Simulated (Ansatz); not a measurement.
# CH3Si (doublet): from Hartree-Fock to the top rungs at a displaced geometry (v2), cc-pVDZ

An exercise on one series of results from a longer session: the logs are not shown, and one member is left open.

Program: Ansatz 0.2.0, Gaussian basis. Level of theory: cc-pVDZ, core rule «outside noble gas», up to 6 orbitals frozen. These are calculated values, not measurements.

Plan: UHF; CCSD(T) on ROHF; CCSD(T) on UHF; BCCD(T) on ROHF; CISD; CCSDT(Q) on ROHF; CCSDT(Q) on UHF.

17 further runs of the same task are left out: 6 that didn't finish, 11 set aside as unsound or not needed.

### The geometry

The geometry is a PBE0/def2-TZVP stationary point (not a proven minimum) with its atoms shifted at random (size 0.100 Å).

5 atoms, charge 0, spin multiplicity 2.

Atoms are counted from 1 here; the program's logs count them from 0.

Bond lengths: Si1–C2 1.883 Å, Si1–H3 1.474 Å, Si1–H4 1.430 Å, Si1–H5 1.589 Å. Angles: C2–Si1–H3 115.1°, C2–Si1–H4 116.5°, C2–Si1–H5 93.1°, H3–Si1–H4 110.0°, H3–Si1–H5 105.3°, H4–Si1–H5 115.5°.

Set-up of the first run:

Contents of in.yaml:

```yaml
crystal:
  periodic: [false, false, false]
  atoms:
    - {symbol: Si, position_ang: [0.047921, 0.002385, 0.490796]}
    - {symbol: C, position_ang: [-0.090520, 0.010757, -1.387080]}
    - {symbol: H, position_ang: [0.592838, -1.238051, 1.071323]}
    - {symbol: H, position_ang: [0.676142, 1.139350, 1.089538]}
    - {symbol: H, position_ang: [-1.525618, -0.095949, 0.692047]}
basis:
  gaussian: {orbitals: cc-pVDZ}
magnetization: {spin_polarized: true, initial_magnetization: 1}
hamiltonian: {xc: hf}
output: {orbitals: {seedname: orbitals}}
```

Run with:

```sh
ansatz run in.yaml --threads 1 --pin off --events-out ev --progress --plain --max-ram 2393MiB
```

Steps of the session up to this table: UHF; CCSD(T) on ROHF; CCSD(T) on UHF; BCCD(T) on ROHF; CISD; CCSDT(Q) on ROHF; CCSDT(Q) on UHF.

One table of the session follows, with a row left open; its other results are not shown here.

```
   method  from UCCSDT(Q) (meV)
     ROHF               +6436.3
      UHF                     ?
     RMP2               +1513.7
     UMP2               +1555.7
     CISD                +722.0
    RCCSD                +209.9
    UCCSD                +219.2
 RCCSD(T)                 +47.9
 UCCSD(T)                 +58.1
  BCCD(T)                 +47.4
   RCCSDT                  +8.9
   UCCSDT                 +11.6
RCCSDT(Q)                  +1.1
UCCSDT(Q)                     0
```

**Question.** Estimate the row for UHF.

As computed: from UCCSDT(Q) (meV): +6061.9. In the column «from UCCSDT(Q) (meV)» it lies between UMP2 (+1555.7) and ROHF (+6436.3).

Caveats from the session: The determinant is far from a pure spin state, so its energy mixes those of several spin states (harmless only where they are near-degenerate, as at dissociation). Restricted and unrestricted rows rest on different reference determinants; where their highest levels disagree by more than a few hundredths of an eV, they describe different states and don't form one ladder.
